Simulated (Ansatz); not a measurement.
**Energy profile**

The step: CH₅N ([CH3][NH2]) + SiH₂ → CH₇NSi ([CH3][NH][SiH3]); bonds formed: Si1–H2; dative contacts that become bonds: Si1–N3; bonds broken: H2–N3 (atoms numbered as in the saddle structure below).

```
10
angstrom
Si -0.9489 -1.2846 -0.2223
H -0.0244 -0.9853 1.0589
N 0.5801 -0.2279 0.0708
C 0.3587 1.1707 0.3556
H -1.8610 -0.4887 -1.1152
H -0.3978 -2.3734 -1.0890
H 1.4580 -0.4336 -0.3896
H 0.1334 1.7470 -0.5497
H 1.2144 1.6216 0.8635
H -0.5128 1.2543 1.0167
```

Electronic energies by CCSD(T) at an estimated basis limit (MP2 extrapolated from triple and quadruple zeta, plus CCSD(T) − MP2 in triple zeta), on PBE0-D4/def2-TZVP structures; CH₇NSi, singlet; no counterpoise correction. Computed with Ansatz 0.2.0 (basis: def2-TZVPP and def2-QZVPP); correlated methods freeze the cores. Extrapolation: Hartree–Fock as exp(−7.88 √X), correlation as X^−2.97.

Q: Give the profile in eV, counted from the separated reactants. (Judge from chemistry; the value comes from the calculation.)

A: Computed:
```tsv
point	eV
separated: SiH₂ (Si1, H5, H6; singlet) + CH₅N (linked as [CH3][NH2]; H2, N3, C4, H7, H8, H9, H10; singlet)	0.000
start structure	-1.471
saddle	0.200
end structure	-2.900
```

T1 diagnostic: at most 0.015. The restricted Hartree–Fock reference is unstable towards an unrestricted one at one or more of these structures.

Losses and insertions of silylenes and their heavier kin drive the gas-phase chemistry of silicon and germanium vapour deposition.

For scale, one of the runs: CCSD(T)/def2-TZVPP, 202 basis functions, launched by `ansatz run in.yaml --threads 2 --pin off --events-out ev --progress --plain --max-ram 4352MiB`. The run took 39 s on 2 CPU threads of an Arm Neoverse V2 (shared host), with 2.5 GiB of host memory at its peak.
